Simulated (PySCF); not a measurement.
## AlN⁻ at PBE0

Computed with PBE0; Al def2-SVPD, N def2-SVPD; no relativity (PySCF 2.14).

For AlN⁻, the state is ²Σ⁺ (doublet), unpaired electrons σ ↑, a second solution, started from another occupation, the bond length is 1.711 Å and the harmonic wavenumber is 919 cm⁻¹. The force constant is 4.59 mdyn/Å. The rotational constant Be is 0.6246 cm⁻¹ and the anharmonicity ωexe is 5.73 cm⁻¹. The vibration–rotation constant αe is 0.00499 cm⁻¹ and the bond order (Mayer) is 2.43. The dipole moment (positive dipole points towards N; it is taken about the centre of mass and depends on that origin) is -1.75 D.
